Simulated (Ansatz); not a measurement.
C2H2ClFO2 (`O=COC(F)Cl`). Total charge 0; spin multiplicity 1.

| atom | x (Å) | y (Å) | z (Å) |
| --- | --- | --- | --- |
| O1 | 0.846 | -1.393 | -0.868 |
| C2 | 1.134 | -0.248 | -0.721 |
| O3 | 0.420 | 0.659 | -0.017 |
| C4 | -0.735 | 0.201 | 0.605 |
| F5 | -0.859 | 0.903 | 1.737 |
| Cl6 | -2.143 | 0.491 | -0.423 |
| H7 | 2.021 | 0.252 | -1.130 |
| H8 | -0.684 | -0.865 | 0.817 |

Q: List the harmonic frequencies (cm⁻¹, unscaled) at PBE0-D4/def2-TZVP in Ansatz. (Estimate.)

A: Ansatz gave: 40, 207, 249, 387, 432, 517, 766, 846, 1031, 1045, 1165, 1187, 1332, 1367, 1402, 1853, 3086, 3158.

Q: Is this a minimum?

A: Yes, all 18 modes are real.

Q: Give the ideal-gas thermochemistry at 298.15 K and 1 bar (rigid rotor, harmonic oscillator; point group C1, symmetry number 1).

A: Zero-point energy 120.1 kJ/mol; H(298) − E = 137.8 kJ/mol; entropy 333.7 J/(mol·K), of which translation 167.8, rotation 114.6, vibration 51.3; G(298) − E = 38.3 kJ/mol. Modes under 100 cm⁻¹ are hindered rotations or soft bends, so the harmonic entropy is rough.

Q: Rotational constants (cm⁻¹)?

A: 0.1507, 0.0716, 0.05488.
